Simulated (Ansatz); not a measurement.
Reaction: H5BGeO (SMILES O[BH][GeH3]) → BGeH4 (SMILES [BH][GeH3], doublet) + HO (SMILES [OH], doublet) (the B-O bond breaks)
Each species at its own B3LYP-D3(BJ)/def2-TZVP minimum (Ansatz, a program for electronic structure), one conformer.

Quantity: bond dissociation energy (electronic), in kcal/mol. Radicals and triplets start from unrestricted determinants; spin-orbit coupling is neglected. Correlated methods leave the cores frozen (noble-gas shells, and filled d and f shells in the p block). No relativity. CBS(X,Y): correlation extrapolated as X^-3, Hartree-Fock from the larger set. A bracket is a step between two methods taken in the basis named. Double hybrids freeze cores in their MP2 part.

CCSD(T)/CBS(cc-pVTZ,cc-pVQZ) + [CCSDT(Q) - CCSD(T)]/cc-pVDZ (Ansatz) gives 153.2 kcal/mol.

Question: How far off this value is PBE/def2-TZVPD (Ansatz), in which direction, and how far these levels: r2SCAN/def2-TZVPD, B3LYP/def2-TZVPD, PBE0/def2-TZVPD, wB97M-V/def2-TZVPD, B2PLYP/def2-TZVPD, CCSD(T)/CBS(cc-pVTZ,cc-pVQZ)?

Answer: PBE gives 152.7 kcal/mol, 0.5 kcal/mol below it. Differences of the others: r2SCAN/def2-TZVPD (Ansatz) -5.8; B3LYP/def2-TZVPD (Ansatz) -5.2; PBE0/def2-TZVPD (Ansatz) -4.2; wB97M-V/def2-TZVPD (Ansatz) 0.8; B2PLYP/def2-TZVPD (Ansatz) -2.8; CCSD(T)/CBS(cc-pVTZ,cc-pVQZ) (Ansatz) -0.1 kcal/mol.
